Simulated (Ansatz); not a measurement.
ClFH₂Si (`F[SiH2]Cl`), relaxed with RKS PBE0-D4/def2-TZVP in the Gaussian-basis code of Ansatz from a PBE-D4/def2-SVP geometry. The force threshold is 0.005 eV/Å; the program also tests the step.

Total charge 0; spin multiplicity 1.

Start:

```xyz
5

F    -0.108   -1.166   -1.135
Si    0.082    0.055   -0.071
Cl   -1.145   -0.279    1.556
H    -0.333    1.328   -0.738
H     1.505    0.062    0.388
```

(1) How much energy does the relaxation release, and in how many steps? (Best estimate.)

(2) Which bonds change most? (An estimate is asked.)

(3) Give the relaxed structure. (An estimate is asked.)

Results:

(1) The calculation gave: 0.05 eV, in 4 steps.

(2) Ansatz gave: F1–Si2 from 1.631 to 1.589 Å; Si2–Cl3 from 2.065 to 2.036 Å; Si2–H4 from 1.495 to 1.475 Å; Si2–H5 from 1.495 to 1.475 Å.

(3) Ansatz gave: 
```xyz
5

F    -0.105   -1.138   -1.109
Si    0.081    0.052   -0.073
Cl   -1.129   -0.277    1.531
H    -0.331    1.307   -0.731
H     1.484    0.056    0.382
```
